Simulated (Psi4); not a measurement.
# A workflow on CH4ClSi− (SMILES C[SiH-]Cl)

We compute a structure relaxation (SVWN-RPA/6-31G**), then vibrational wavenumbers of CH4ClSi−. 

Program for the calculation: Psi4 1.11.

## Step 1: Starting point

CH4ClSi− has 7 atoms, charge -1, and is taken as a singlet. As SMILES, `C[SiH-]Cl`. Geometry: relaxed at GFN2-xTB (4 decimals). The run starts from this shape.

Bond lengths: C1–Si2 1.920 Å, Si2–Cl3 2.294 Å, C1–H4 1.094 Å, C1–H5 1.094 Å, C1–H6 1.092 Å, Si2–H7 1.499 Å. Angles: C1–Si2–Cl3 98.6°, C1–Si2–H7 99.2°, Cl3–Si2–H7 93.5°, Si2–C1–H4 109.0°, Si2–C1–H5 114.4°, Si2–C1–H6 111.4°, H4–C1–H5 107.7°, H4–C1–H6 106.9°, H5–C1–H6 107.1°.

## Step 2: A geometry optimisation at SVWN-RPA/6-31G(d,p) (density fitting, Cartesian functions) (run 1)

Contents of ch4clsi.sdf:

```

     RDKit          3D

  7  6  0  0  0  0  0  0  0  0999 V2000
   -0.5973    0.4545   -0.3244 C   0  0  0  0  0  0  0  0  0  0  0  0
    1.1503   -0.3401   -0.3141 Si  0  0  0  0  0  3  0  0  0  0  0  0
    0.6266   -2.3080    0.7429 Cl  0  0  0  0  0  0  0  0  0  0  0  0
   -0.5079    1.5067   -0.6113 H   0  0  0  0  0  0  0  0  0  0  0  0
   -1.1179    0.4154    0.6368 H   0  0  0  0  0  0  0  0  0  0  0  0
   -1.2466   -0.0213   -1.0616 H   0  0  0  0  0  0  0  0  0  0  0  0
    1.6928    0.2928    0.9317 H   0  0  0  0  0  0  0  0  0  0  0  0
  2  1  1  0
  3  2  1  0
  4  1  1  0
  5  1  1  0
  6  1  1  0
  7  2  1  0
M  CHG  1   2  -1
M  END
$$$$
```

Contents of ch4clsi_ase.py:

```python
import numpy as np
from ase.calculators.psi4 import Psi4
from ase.io import read
from ase.optimize import LBFGS

a = read('ch4clsi.sdf')
calc = Psi4(atoms=a, method='svwn', basis='6-31G**', memory='1600MB', num_threads=1, charge=-1, multiplicity=1, label='ch4clsi', reference='rks')
a.calc = calc

opt = LBFGS(a)
done = opt.run(fmax=0.01, steps=40)
print('converged:', done)
for s, p in zip(a.symbols, a.positions):
    print(f'{s:2s} {p[0]:12.6f} {p[1]:12.6f} {p[2]:12.6f}')
```

Started as:

```bash
$ python ch4clsi_ase.py
```

ch4clsi.dat, shortened:

```text
[...]
  Running in c1 symmetry.
[...]
  Nuclear repulsion =  131.718813608947272
[...]
  Multiplicity = 1
[...]
  Nalpha       = 21
  Nbeta        = 21
[...]
    Number of basis functions: 73
[...]
   @DF-RKS iter   1:  -787.61531764464871   -1.44155e-01   1.15714e-02 ADIIS/DIIS
[...]
   @DF-RKS iter  12:  -788.02747390891784   -5.34328e-12   4.37223e-09 DIIS
[...]
    Orbital Energies [Eh]
    ---------------------
    Doubly Occupied:
       1A   -100.102938     2A    -64.927628     3A     -9.611569
       4A     -8.923546     5A     -6.780692     6A     -6.775342
       7A     -6.774828     8A     -4.818242     9A     -3.263148
      10A     -3.258894    11A     -3.255214    12A     -0.525209
      13A     -0.449146    14A     -0.242792    15A     -0.193734
      16A     -0.189386    17A     -0.118843    18A     -0.104928
      19A     -0.083523    20A     -0.059434    21A      0.020980
[...]
  @DF-RKS Final Energy:  -788.02747390891784
   => Energetics <=
    Nuclear Repulsion Energy =            131.7188136089472721
    One-Electron Energy =               -1361.6932782772867085
    Two-Electron Energy =                 495.9430427224842219
    DFT Exchange-Correlation Energy =     -53.9960519630627829
    Empirical Dispersion Energy =           0.0000000000000000
    VV10 Nonlocal Energy =                  0.0000000000000000
    Total Energy =                       -788.0274739089178411
[...]
 Multipole Moments:
 ------------------------------------------------------------------------------------
     Multipole            Electronic (a.u.)      Nuclear  (a.u.)        Total (a.u.)
 ------------------------------------------------------------------------------------
 L = 1.  Multiply by 2.5417464519 to convert [e a0] to [Debye]
 Dipole X            :          2.3736869           -3.1995113           -0.8258245
 Dipole Y            :         -6.9900914            7.0657300            0.0756386
 Dipole Z            :          1.4745154           -1.1811017            0.2934137
 Magnitude           :                                                    0.8796584
[...]
  -Total Gradient:
     Atom            X                  Y                   Z
    ------   -----------------  -----------------  -----------------
       1       -0.000108593629     0.000088542106     0.000055862466
       2        0.000037591687     0.000024601591    -0.000084391611
       3       -0.000063118984     0.000019880672    -0.000077980255
       4       -0.000021075699    -0.000087401452    -0.000166029011
       5        0.000005235883    -0.000106298606     0.000037670151
       6        0.000061634485     0.000086373151     0.000072108150
       7        0.000073627304    -0.000007567593     0.000111323338
[...]
```

The script printed:

```text
Step     Time          Energy          fmax
LBFGS:    0 hh:mm:ss   -21443.253865        1.268183
LBFGS:    1 hh:mm:ss   -21443.288554        0.763610
LBFGS:    2 hh:mm:ss   -21443.309011        0.181894
LBFGS:    3 hh:mm:ss   -21443.310667        0.143078
LBFGS:    4 hh:mm:ss   -21443.312318        0.124209
LBFGS:    5 hh:mm:ss   -21443.313634        0.125040
LBFGS:    6 hh:mm:ss   -21443.314811        0.128967
LBFGS:    7 hh:mm:ss   -21443.315746        0.118009
LBFGS:    8 hh:mm:ss   -21443.316642        0.092694
LBFGS:    9 hh:mm:ss   -21443.317384        0.095607
LBFGS:   10 hh:mm:ss   -21443.317946        0.084894
LBFGS:   11 hh:mm:ss   -21443.318366        0.079961
LBFGS:   12 hh:mm:ss   -21443.318725        0.077735
LBFGS:   13 hh:mm:ss   -21443.319010        0.050873
LBFGS:   14 hh:mm:ss   -21443.319186        0.046268
LBFGS:   15 hh:mm:ss   -21443.319299        0.038719
LBFGS:   16 hh:mm:ss   -21443.319402        0.035600
LBFGS:   17 hh:mm:ss   -21443.319492        0.038156
LBFGS:   18 hh:mm:ss   -21443.319548        0.028469
LBFGS:   19 hh:mm:ss   -21443.319577        0.017008
LBFGS:   20 hh:mm:ss   -21443.319598        0.016885
LBFGS:   21 hh:mm:ss   -21443.319619        0.015148
LBFGS:   22 hh:mm:ss   -21443.319639        0.021586
LBFGS:   23 hh:mm:ss   -21443.319662        0.024949
LBFGS:   24 hh:mm:ss   -21443.319688        0.023604
LBFGS:   25 hh:mm:ss   -21443.319714        0.017646
LBFGS:   26 hh:mm:ss   -21443.319731        0.013768
LBFGS:   27 hh:mm:ss   -21443.319738        0.010710
LBFGS:   28 hh:mm:ss   -21443.319744        0.010385
LBFGS:   29 hh:mm:ss   -21443.319754        0.012351
LBFGS:   30 hh:mm:ss   -21443.319769        0.017667
LBFGS:   31 hh:mm:ss   -21443.319783        0.015978
LBFGS:   32 hh:mm:ss   -21443.319790        0.009709
converged: True
C     -0.584374     0.436044    -0.319087
Si     1.177893    -0.377109    -0.354287
Cl     0.569460    -2.251832     0.742086
H     -0.493889     1.505448    -0.592726
H     -1.082477     0.369597     0.663504
H     -1.244548    -0.033592    -1.069102
H      1.660530     0.347632     0.940052
```

Wall time 97 s (1 thread of Intel Xeon Platinum 8488C (Sapphire Rapids), shared host); peak memory 0.88 GiB.

The path in brief:

```tsv
step	energy from the first frame kept (eV)	largest force (eV/Å)
0	0.0000	1.2682
2	-0.0551	0.1819
4	-0.0585	0.1242
6	-0.0609	0.1290
8	-0.0628	0.0927
10	-0.0641	0.0849
12	-0.0649	0.0777
14	-0.0653	0.0463
16	-0.0655	0.0356
18	-0.0657	0.0285
20	-0.0657	0.0169
22	-0.0658	0.0216
24	-0.0658	0.0236
26	-0.0659	0.0138
28	-0.0659	0.0104
30	-0.0659	0.0177
32	-0.0659	0.0097
```

After the run. Bond lengths: C1–Si2 1.941 Å, Si2–Cl3 2.255 Å, C1–H4 1.108 Å, C1–H5 1.104 Å, C1–H6 1.104 Å, Si2–H7 1.560 Å. Angles: C1–Si2–Cl3 95.4°, C1–Si2–H7 94.1°, Cl3–Si2–H7 93.8°, Si2–C1–H4 109.0°, Si2–C1–H5 113.6°, Si2–C1–H6 110.6°, H4–C1–H5 108.4°, H4–C1–H6 107.0°, H5–C1–H6 108.0°.

## Step 3: The harmonic vibrations at SVWN-RPA/6-31G(d,p) (density fitting, Cartesian functions) (run 2)

Contents of ch4clsi.xyz:

```xyz
7
CH4ClSi
C     -0.571058     0.427146    -0.305886
Si     1.191209    -0.386007    -0.341087
Cl     0.582776    -2.260730     0.755286
H     -0.480573     1.496550    -0.579526
H     -1.069161     0.360700     0.676704
H     -1.231232    -0.042490    -1.055901
H      1.673847     0.338734     0.953253
```

Contents of run.py:

```python
import numpy as np
from ase.calculators.psi4 import Psi4
from ase.io import read
from ase.vibrations import Vibrations

atoms = read('ch4clsi.xyz')
calc = Psi4(atoms=atoms, method='svwn', basis='6-31G**', memory='1600MB', num_threads=1, charge=-1, multiplicity=1, label='calc')
atoms.calc = calc

vib = Vibrations(atoms, delta=0.005)
vib.run()
vib.summary()
```

Started as:

```bash
$ python run.py
```

calc.dat, shortened:

```text
[...]
  Running in c1 symmetry.
[...]
  Nuclear repulsion =  131.704325956325050
[...]
  Multiplicity = 1
[...]
  Nalpha       = 21
  Nbeta        = 21
[...]
    Number of basis functions: 73
[...]
   @DF-RKS iter   1:  -787.61537625265282   -1.45082e-01   1.15718e-02 ADIIS/DIIS
[...]
   @DF-RKS iter  12:  -788.02746874108516   -5.34328e-12   4.39467e-09 DIIS
[...]
  @DF-RKS Final Energy:  -788.02746874108516
   => Energetics <=
    Nuclear Repulsion Energy =            131.7043259563250501
    One-Electron Energy =               -1361.6625022312689453
    Two-Electron Energy =                 495.9259557101901805
    DFT Exchange-Correlation Energy =     -53.9952481763314509
    Empirical Dispersion Energy =           0.0000000000000000
    VV10 Nonlocal Energy =                  0.0000000000000000
    Total Energy =                       -788.0274687410851584
[...]
 Multipole Moments:
 ------------------------------------------------------------------------------------
     Multipole            Electronic (a.u.)      Nuclear  (a.u.)        Total (a.u.)
 ------------------------------------------------------------------------------------
 L = 1.  Multiply by 2.5417464519 to convert [e a0] to [Debye]
 Dipole X            :          2.3720980           -3.1995109           -0.8274129
 Dipole Y            :         -6.9920101            7.0657302            0.0737201
 Dipole Z            :          1.4650857           -1.1765962            0.2884896
 Magnitude           :                                                    0.8793594
[...]
  -Total Gradient:
     Atom            X                  Y                   Z
    ------   -----------------  -----------------  -----------------
       1       -0.000096562507     0.000075016041     0.000041397862
       2       -0.000254603711    -0.000398708692    -0.001025394226
       3       -0.000037253633     0.000065493657    -0.000024967115
       4       -0.000022344163    -0.000083440758    -0.000167528451
       5       -0.000006255944    -0.000101085770     0.000049230521
       6        0.000061061970     0.000092731478     0.000083938092
       7        0.000341132776     0.000368025708     0.000991981521
[...]
```

The script printed:

```text
---------------------
  #    meV     cm^-1
---------------------
  0    0.5i      4.2i
  1    0.4i      3.2i
  2    0.1i      0.9i
  3    0.0i      0.3i
  4    0.2       1.4
  5    0.9       7.6
  6   20.5     165.0
  7   24.1     194.3
  8   45.6     368.0
  9   72.2     582.5
 10   73.5     592.5
 11   85.2     687.5
 12   90.7     731.8
 13  109.4     882.1
 14  145.4    1172.9
 15  173.0    1395.1
 16  175.6    1416.7
 17  229.3    1849.5
 18  365.5    2948.0
 19  377.2    3042.4
 20  379.6    3061.4
---------------------
Zero-point energy: 1.184 eV
```

Run time: 2.1 min. Hardware: 1 thread of Intel Xeon Platinum 8488C (Sapphire Rapids), shared host; peak memory 1.1 GiB.

## Step 4: Outcome

| quantity | value |
| --- | --- |
| run 1, SVWN-RPA/6-31G**: total energy at the end | -788.02747 Eh |
| run 1, SVWN-RPA/6-31G**: HOMO energy | 0.57 eV |
| run 1, SVWN-RPA/6-31G**: LUMO energy | 4.04 eV |
| run 1, SVWN-RPA/6-31G**: HOMO–LUMO gap (to an unbound level, set by the basis) | 3.47 eV |

The optimisation (run 1, SVWN-RPA/6-31G**) took 32 steps and changed the energy by -0.066 eV. The HOMO (run 1, SVWN-RPA/6-31G**) lies at positive energy, 0.57 eV; only total energies tell whether the electron is bound. The HOMO (run 2, SVWN-RPA/6-31G**) lies at positive energy, 0.57 eV; only total energies tell whether the electron is bound.
